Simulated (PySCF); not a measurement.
Members of the series CXY, Y = methyl; each row names its spin state. All species are isolated molecules in the gas phase. One relaxed conformer stands for each flexible species; it need not be the lowest. Strings in code marks are SMILES.

Computed with PBE-D3(BJ)/def2-TZVP // B3LYP-D3(BJ)/def2-TZVP (PySCF). 

```
species                                                                                             highest occupied spin orbital (eV)
--------------------------------------------------------------------------------------------------  ----------------------------------
X = methyl, multiplicity 3 (`C[C]C` (near-degenerate triplet))                                                                   -3.98
X = fluoro, multiplicity 3 (`F[C]C` (excited triplet))                                                                           -4.10
X = chloro, multiplicity 3 (`C[C]Cl` (triplet; the order of the spin states depends on the level))                          (withheld)
X = hydroxy, multiplicity 1 (`[C](C)O` (lower singlet; C–C–O–H torsion 180°))                                                        –
X = amino, multiplicity 1 (`N[C]C` (lower singlet))                                                                                  –
X = cyano, multiplicity 3 (`C(#N)[C]C` (lower triplet))                                                                          -5.76
X = boryl, multiplicity 1 (`C[C]B` (lower singlet))                                                                                  –
X = ethynyl, multiplicity 3 (`C[C]C#C` (lower triplet))                                                                          -4.64
X = mercapto, multiplicity 1 (`C[C]S` (lower singlet; C–C–S–H torsion 0°))                                                           –
X = mercapto, multiplicity 3 (`S[C]C` (excited triplet; C–C–S–H torsion 93°))                                                    -4.66
X = vinyl, multiplicity 3 (`C=C[C]C` (lower triplet; C–C–C–C torsion 180°))                                                 (withheld)
X = isocyano, multiplicity 3 (`[C-]#[N+][C]C` (near-degenerate triplet))                                                         -5.22
```

Q: Complete the blanks.

A: 
- X = chloro, multiplicity 3 (`C[C]Cl` (triplet; the order of the spin states depends on the level)), highest occupied spin orbital (eV): -4.33
- X = vinyl, multiplicity 3 (`C=C[C]C` (lower triplet; C–C–C–C torsion 180°)), highest occupied spin orbital (eV): -4.36
